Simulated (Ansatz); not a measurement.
Elements on the sites of an ideal hcp lattice, at a guessed lattice constant:

```yaml
crystal:
  lattice:
    - [3.01165, -5.21634, 0.00000]
    - [3.01165, 5.21634, 0.00000]
    - [0.00000, 0.00000, 9.63729]
  atoms:
    - { symbol: V, position: [0.16667, 0.33333, 0.37500] }
    - { symbol: V, position: [0.66667, 0.83333, 0.87500] }
    - { symbol: V, position: [0.16667, 0.83333, 0.37500] }
    - { symbol: Nb, position: [0.33333, 0.16667, 0.12500] }
    - { symbol: Nb, position: [0.83333, 0.16667, 0.62500] }
    - { symbol: Nb, position: [0.83333, 0.66667, 0.62500] }
    - { symbol: Nb, position: [0.66667, 0.83333, 0.37500] }
    - { symbol: Hf, position: [0.33333, 0.16667, 0.62500] }
    - { symbol: Hf, position: [0.33333, 0.66667, 0.62500] }
    - { symbol: Hf, position: [0.83333, 0.66667, 0.12500] }
    - { symbol: Hf, position: [0.66667, 0.33333, 0.37500] }
    - { symbol: Hf, position: [0.16667, 0.33333, 0.87500] }
    - { symbol: Hf, position: [0.16667, 0.83333, 0.87500] }
    - { symbol: Ta, position: [0.83333, 0.16667, 0.12500] }
    - { symbol: Ta, position: [0.33333, 0.66667, 0.12500] }
    - { symbol: Ta, position: [0.66667, 0.33333, 0.87500] }
```

Cell and atoms were relaxed without symmetry on coarser meshes and computed once more. The calculation used Ansatz 0.2.0, DFT PBE, scalar-relativistic, plane waves, PAW.

Cutoff 420 eV; k points 7×6×4 on the computed 16-atom cell (Γ-centred); Gaussian smearing, width 0.10 eV; no spin polarisation.

The relaxation ran on 3×3×2 (shifted) and then 4×4×3 k points with a smearing of 0.1 eV, from sites shaken by 0.02 Å.

Q: What does the relaxation give?

A: A volume of 18.83 Å³/atom and no gap on the mesh. It lies 0.10 eV/atom above the elements' standard states (static lattices, no corrections for gases). The atoms leave their sites by 0.43 Å (root mean square) and 0.54 Å at most, and the cell stretches by up to 11.6 % at fixed volume, so the lattice hasn't survived.

```xyz
16
Lattice="2.4658 -5.3089 -0.0108 3.3482 5.8177 0.0156 0.0063 0.0214 9.3807" Properties=species:S:1:pos:R:3 pbc="T T T"
V     1.8428    0.8077    3.3308
V     4.8173    1.2316    8.0240
V     3.5269    3.8595    3.3442
Nb    1.0747   -0.6235    1.3842
Nb    2.2369   -3.3064    5.9625
Nb    3.9903   -0.2696    6.0238
Nb    4.7801    1.1525    3.5624
Hf    1.0616   -0.5888    5.7226
Hf    2.6975    2.3367    5.7373
Hf    3.9786   -0.2528    1.1499
Hf    3.1092   -1.8263    3.5562
Hf    1.8947    0.8342    8.2875
Hf    3.5259    3.7973    8.2950
Ta    2.2213   -3.3140    1.1595
Ta    2.6212    2.3577    1.4004
Ta    3.0853   -1.8901    8.1446
```

The final mesh leaves forces up to 0.09 eV/Å and stresses up to 0.3 GPa: the relaxation ran on a coarser mesh, so the cell's shape, its bonds and its energy belong partly to that mesh.

Spin-orbit coupling is left out, which matters for the bands of heavy elements. Spin polarisation was left out, and a magnetic state may lie lower.

Cost: 2 runs of about 16 core-minutes in all (earlier runs that led there not counted), on Intel Xeon 6975P-C (Granite Rapids) (shared hosts).